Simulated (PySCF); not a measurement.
# CH3O− (SMILES C[O-]) at 6 levels

Wanted: a comparison of 6 runs (HF/STO-3G, HF/def2-SVP, B3LYP/6-31G*, PBE/def2-SVP, PBE0/def2-SVP, CCSD/3-21G) of CH3O−. The job is set up through a Python script.

The results are computed with PySCF 2.14.0.

## 1. Starting point

CH3O− has 5 atoms, charge -1, and is taken as a singlet. As SMILES, `C[O-]`. The shape is that of a PBE0-D4/def2-TZVPD optimisation.

Bond lengths: C1–O2 1.328 Å, C1–H3 1.137 Å, C1–H4 1.137 Å, C1–H5 1.137 Å. Angles: O2–C1–H3 115.8°, O2–C1–H4 115.8°, O2–C1–H5 115.8°, H3–C1–H4 102.5°, H3–C1–H5 102.5°, H4–C1–H5 102.5°.

## 2. Energy and gradient at HF/STO-3G (run 1)

Contents of input.py:

```python
import pyscf.grad
from pyscf import gto

mol = gto.M(
    atom=[
    ('C', (0.023600, -0.019000, -0.005800)),
    ('O', (1.039000, -0.838200, -0.254900)),
    ('H', (-1.013900, -0.475800, -0.098000)),
    ('H', (-0.049300, 0.896000, -0.677200)),
    ('H', (0.000600, 0.437000, 1.035800)),
],
    spin=0,
    basis='sto-3g',
    charge=-1,
    max_memory=1860,
    verbose=3,
)

mf = mol.RHF()
mf.conv_tol = 1e-10
mf.kernel()
if not mf.converged:
    mf = mf.newton().run(mf.mo_coeff, mf.mo_occ)

e_tot = mf.e_tot
print('E(%s) = %.9f' % ('HF', e_tot))
grad = mf.Gradients().kernel()
dip = mf.dip_moment()
pop, q = mf.mulliken_pop()
```

Command:

```
OMP_NUM_THREADS=1 python input.py
```

Standard output:

```text
converged SCF energy = -112.704442977315
E(HF) = -112.704442977
--------------- RHF gradients ---------------
         x                y                z
0 C     0.0075436195    -0.0060069023    -0.0018410188
1 O    -0.0265234359     0.0213882374     0.0065026240
2 H     0.0041062063    -0.0076724424    -0.0021791640
3 H     0.0073533773    -0.0031016106    -0.0040815551
4 H     0.0075202328    -0.0046072821     0.0015991139
----------------------------------------------

WARN: System has nonzero charge -1; the dipole moment is origin-dependent.
Location of origin: [0. 0. 0.]

Dipole moment(X, Y, Z, Debye): -3.24481,  2.61799,  0.79611
 ** Mulliken pop  **
pop of  0 C 1s            1.99254
pop of  0 C 2s            1.17250
pop of  0 C 2px           0.97133
pop of  0 C 2py           0.95492
pop of  0 C 2pz           0.92714
pop of  1 O 1s            1.99844
pop of  1 O 2s            1.88249
pop of  1 O 2px           1.37282
pop of  1 O 2py           1.54877
pop of  1 O 2pz           1.84653
pop of  2 H 1s            1.11087
pop of  3 H 1s            1.11082
pop of  4 H 1s            1.11083
 ** Mulliken atomic charges  **
charge of    0C =     -0.01843
charge of    1O =     -0.64906
charge of    2H =     -0.11087
charge of    3H =     -0.11082
charge of    4H =     -0.11083
```

Run time: 0.94 s. Hardware: 1 thread of Intel Xeon at 2.70GHz, shared host; peak memory 0.12 GiB.

## 3. Energy and forces at HF/def2-SVP (run 2)

Contents of input.py:

```python
import pyscf.grad
from pyscf import gto, scf

mol = gto.M(
    atom='''
C      0.023600    -0.019000    -0.005800
O      1.039000    -0.838200    -0.254900
H     -1.013900    -0.475800    -0.098000
H     -0.049300     0.896000    -0.677200
H      0.000600     0.437000     1.035800
''',
    charge=-1,
    basis='def2-svp',
    max_memory=1860,
    verbose=4,
)

mf = scf.RHF(mol)
mf.conv_tol = 1e-10
mf.kernel()
if not mf.converged:
    mf = mf.newton().run(mf.mo_coeff, mf.mo_occ)

e_tot = mf.e_tot
print('Final energy', e_tot)
grad = mf.Gradients().kernel()
mf.analyze()
```

Command:

```
OMP_NUM_THREADS=1 python input.py
```

Standard output:

```text
PySCF version 2.14.0

[INPUT] num. atoms = 5
[INPUT] num. electrons = 18
[INPUT] charge = -1
[INPUT] spin (= nelec alpha-beta = 2S) = 0
[INPUT] symmetry False subgroup None
[INPUT] Mole.unit = angstrom
[INPUT] Symbol           X                Y                Z      unit          X                Y                Z       unit  Magmom
[INPUT]  1 C      0.023600000000  -0.019000000000  -0.005800000000 AA    0.044597536540  -0.035904796367  -0.010960411522 Bohr   0.0
[INPUT]  2 O      1.039000000000  -0.838200000000  -0.254900000000 AA    1.963425443423  -1.583968437610  -0.481691189152 Bohr   0.0
[INPUT]  3 H     -1.013900000000  -0.475800000000  -0.098000000000 AA   -1.915993317697  -0.899131690068  -0.185193160207 Bohr   0.0
[INPUT]  4 H     -0.049300000000   0.896000000000  -0.677200000000 AA   -0.093163497941   1.693194607610  -1.279722531555 Bohr   0.0
[INPUT]  5 H      0.000600000000   0.437000000000   1.035800000000 AA    0.001133835675   0.825810316435   1.957378319824 Bohr   0.0

[... 46 lines left out ...]
converged SCF energy = -114.299234255162
[... 16 lines left out ...]
Two-electron Energy =                   81.258631949555124
[... 6 lines left out ...]
MO #3   energy= -0.949030362092249 occ= 2
[... 4 lines left out ...]
MO #8   energy= -0.0738413000570647 occ= 2
[... 4 lines left out ...]
MO #13  energy= 0.60455392989152   occ= 0
[... 4 lines left out ...]
MO #18  energy= 1.11599693892003   occ= 0
[... 4 lines left out ...]
MO #23  energy= 1.56647337807362   occ= 0
[... 4 lines left out ...]
MO #28  energy= 2.25455312557994   occ= 0
[... 4 lines left out ...]
MO #33  energy= 2.82443728523458   occ= 0
[... 4 lines left out ...]
MO #38  energy= 3.29722722173301   occ= 0
[... 4 lines left out ...]
MO #43  energy= 4.19850335449098   occ= 0
[... 16 lines left out ...]
pop of  1 O 1s            1.99998
pop of  1 O 2s            1.73554
pop of  1 O 3s            0.01170
pop of  1 O 2px           1.58687
pop of  1 O 2py           1.68904
pop of  1 O 2pz           1.86192
pop of  1 O 3px           0.00523
pop of  1 O 3py           0.00708
pop of  1 O 3pz           0.01021
pop of  1 O 3dxy          0.00270
pop of  1 O 3dyz          0.00052
pop of  1 O 3dz^2         0.00088
pop of  1 O 3dxz          0.00089
pop of  1 O 3dx2-y2       0.00113
pop of  2 H 1s            1.05511
pop of  2 H 2s            0.00681
pop of  2 H 2px           0.00099
pop of  2 H 2py           0.00060
pop of  2 H 2pz           0.00016
pop of  3 H 1s            1.05504
pop of  3 H 2s            0.00681
pop of  3 H 2px           0.00018
pop of  3 H 2py           0.00082
pop of  3 H 2pz           0.00074
pop of  4 H 1s            1.05506
pop of  4 H 2s            0.00681
pop of  4 H 2px           0.00020
pop of  4 H 2py           0.00026
pop of  4 H 2pz           0.00129
 ** Mulliken atomic charges  **
charge of    0C =      0.10456
charge of    1O =     -0.91369
charge of    2H =     -0.06366
charge of    3H =     -0.06359
charge of    4H =     -0.06361

WARN: System has nonzero charge -1; the dipole moment is origin-dependent.
Location of origin: [0. 0. 0.]

Dipole moment(X, Y, Z, Debye): -3.77588,  3.04658,  0.92639
```

It took 1.8 s on 1 thread of Intel Xeon at 2.70GHz, shared host; peak memory 0.12 GiB.

Runs 3 to 5 aren't shown in full; the table further down has their settings and results.

## 4. A single-point energy at CCSD/3-21G (run 6)

Contents of input.xyz:

```xyz
5
CH3O
C      0.023600    -0.019000    -0.005800
O      1.039000    -0.838200    -0.254900
H     -1.013900    -0.475800    -0.098000
H     -0.049300     0.896000    -0.677200
H      0.000600     0.437000     1.035800
```

Contents of input.py:

```python
from pyscf import gto, scf, cc

molecule = gto.M(
    atom='input.xyz',
    basis='3-21g',
    charge=-1,
    max_memory=1860,
    verbose=4,
)

hf = scf.RHF(molecule)
hf.conv_tol = 1e-10
hf.kernel()
if not hf.converged:
    hf = hf.newton().run(hf.mo_coeff, hf.mo_occ)

mycc = cc.CCSD(hf, frozen=2)
mycc.kernel()
etot = mycc.e_tot
print('E = %.10f Eh' % etot)
hf.analyze()
```

Command:

```
OMP_NUM_THREADS=1 python input.py
```

Standard output:

```text
PySCF version 2.14.0

[INPUT] num. atoms = 5
[INPUT] num. electrons = 18
[INPUT] charge = -1
[INPUT] spin (= nelec alpha-beta = 2S) = 0
[INPUT] symmetry False subgroup None
[INPUT] Mole.unit = angstrom
[INPUT] Symbol           X                Y                Z      unit          X                Y                Z       unit  Magmom
[INPUT]  1 C      0.023600000000  -0.019000000000  -0.005800000000 AA    0.044597536540  -0.035904796367  -0.010960411522 Bohr   0.0
[INPUT]  2 O      1.039000000000  -0.838200000000  -0.254900000000 AA    1.963425443423  -1.583968437610  -0.481691189152 Bohr   0.0
[INPUT]  3 H     -1.013900000000  -0.475800000000  -0.098000000000 AA   -1.915993317697  -0.899131690068  -0.185193160207 Bohr   0.0
[INPUT]  4 H     -0.049300000000   0.896000000000  -0.677200000000 AA   -0.093163497941   1.693194607610  -1.279722531555 Bohr   0.0
[INPUT]  5 H      0.000600000000   0.437000000000   1.035800000000 AA    0.001133835675   0.825810316435   1.957378319824 Bohr   0.0

[... 71 lines left out ...]
CCSD converged
[... 5 lines left out ...]
One-electron Energy =                 -229.543869648917592
[... 2 lines left out ...]
DFT Exchange-Correlation Energy =      -14.723543524884363
[... 4 lines left out ...]
MO #3   energy= -0.948823107940663 occ= 2
[... 2 lines left out ...]
MO #6   energy= -0.312405609612849 occ= 2
[... 2 lines left out ...]
MO #9   energy= -0.0400563190247987 occ= 2
[... 2 lines left out ...]
MO #12  energy= 0.599956519391213  occ= 0
[... 2 lines left out ...]
MO #15  energy= 1.25465830747397   occ= 0
[... 2 lines left out ...]
MO #18  energy= 1.52517847739402   occ= 0
[... 2 lines left out ...]
MO #21  energy= 2.28962603433217   occ= 0
MO #22  energy= 2.28963438854255   occ= 0
MO #23  energy= 2.35107403091583   occ= 0
MO #24  energy= 3.66380463989646   occ= 0
 ** Mulliken pop on meta-lowdin orthogonal AOs  **
 ** Mulliken pop  **
pop of  0 C 1s            1.99975
pop of  0 C 2s            0.98873
pop of  0 C 3s            0.00134
pop of  0 C 2px           0.95549
pop of  0 C 2py           0.97476
pop of  0 C 2pz           1.00733
pop of  0 C 3px           0.00985
pop of  0 C 3py           0.00949
pop of  0 C 3pz           0.00888
pop of  1 O 1s            1.99983
pop of  1 O 2s            1.76690
pop of  1 O 3s            0.00566
pop of  1 O 2px           1.55218
pop of  1 O 2py           1.66181
pop of  1 O 2pz           1.84734
pop of  1 O 3px           0.00262
pop of  1 O 3py           0.00370
pop of  1 O 3pz           0.00552
pop of  2 H 1s            1.05931
pop of  2 H 2s            0.00700
pop of  3 H 1s            1.05925
pop of  3 H 2s            0.00700
pop of  4 H 1s            1.05927
pop of  4 H 2s            0.00700
 ** Mulliken atomic charges  **
charge of    0C =      0.04438
charge of    1O =     -0.84555
charge of    2H =     -0.06631
charge of    3H =     -0.06625
charge of    4H =     -0.06627

WARN: System has nonzero charge -1; the dipole moment is origin-dependent.
Location of origin: [0. 0. 0.]

Dipole moment(X, Y, Z, Debye): -3.64629,  2.94202,  0.89460
```

Run time: 1.9 s. Hardware: 1 thread of Intel Xeon at 2.70GHz, shared host; peak memory 0.12 GiB.

## 5. All runs side by side

```tsv
run	level	Cartesian functions	integration grid	energy (Eh)	HOMO energy (eV)	LUMO energy (eV)	HOMO–LUMO gap (eV)	wall time
1	HF/STO-3G	no	–	-112.704443	4.29	26.82	22.53	0.94 s
2	HF/def2-SVP	no	–	-114.299234	-2.01	10.56	12.57	1.8 s
3	B3LYP/6-31G* (Cartesian functions)	yes	5	-115.070773	2.46	9.04	6.57	7.8 s
4	PBE/def2-SVP	no	5	-114.849242	3.49	6.98	3.49	9.9 s
5	PBE0/def2-SVP	no	5	-114.854063	1.98	7.78	5.80	11 s
6	CCSD/3-21G	no	–	-113.952560	-1.09	13.86	14.95	1.9 s
```

## 6. Outcome

| quantity | value |
| --- | --- |
| run 6: total energy | -113.95256 Eh |
| run 6: HOMO energy (Hartree–Fock orbitals) | -1.09 eV |
| run 6: LUMO energy (Hartree–Fock orbitals) | 13.86 eV |
| run 6: HOMO–LUMO gap (to an unbound level, set by the basis) | 14.95 eV |
| run 6: correlation energy (2 core orbitals frozen) | -228.7 mEh |
| run 6: T1 diagnostic | 0.018 |

Over runs 1, 2, 3, 4, 5 the HOMO–LUMO gap runs from 3.49 eV (PBE/def2-SVP) to 22.53 eV (HF/STO-3G). The two ends differ in method and basis. The empty levels of an anion lie above zero and hang on the basis. Totals of different functionals can't be ranked against each other. In runs 1, 3, 4, 5 the HOMO lies above zero, so the outermost electron may be held by the basis alone. In run 1 the basis is minimal, so the values are rough. All runs together took 33 s, the longest 11 s.
